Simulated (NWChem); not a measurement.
**Basis-set dependence for formic acid (CH2O2)**

SMILES: O=CO
```xyz
5

O      0.7441     0.8276     0.0000
C      0.1773    -0.3776     0.0000
O     -1.0006    -0.5842     0.0000
H      0.0245     1.4806     0.0000
H      0.9640    -1.1615     0.0000
```
Charge 0, spin multiplicity 1.

The numbers come from NWChem runs, not from measurements. All single points use one geometry, from PBE0/def2-SVP, a minimum by its harmonic frequencies. It is one conformer; others weren't searched.

Hartree-Fock energies in Ha, correlation energies in mHa.

The correlated methods keep 3 core orbitals frozen. No row is a measurement; the coupled-cluster row has its own basis-set and correlation limits.

| basis | functions | RHF | MP2 | SCS-MP2 | CCSD | CCSD+T(CCSD) | CCSD(T) | CR-CCSD[T] | CR-CCSD(T) | RI-MP2 |
|---|---|---|---|---|---|---|---|---|---|---|
| 3-21G | 31 | -187.69788 | -331.6 | -324.2 | -337.9 | -350.2 | -348.6 | -347.8 | -346.5 | not run |
| cc-pVDZ | 52 | -188.78210 | -498.5 | -482.8 | -511.1 | -527.6 | -526.1 | -524.0 | -522.9 | -498.6 |
| cc-pVTZ | 118 | -188.84135 | -629.3 | -615.3 | not run | not run | not run | not run | not run | -629.3 |

From cc-pVDZ to cc-pVTZ the Hartree-Fock energy moves by -59.3 mHa and the MP2 correlation energy by -130.8 mHa, which is 21 % of its value in the larger set.
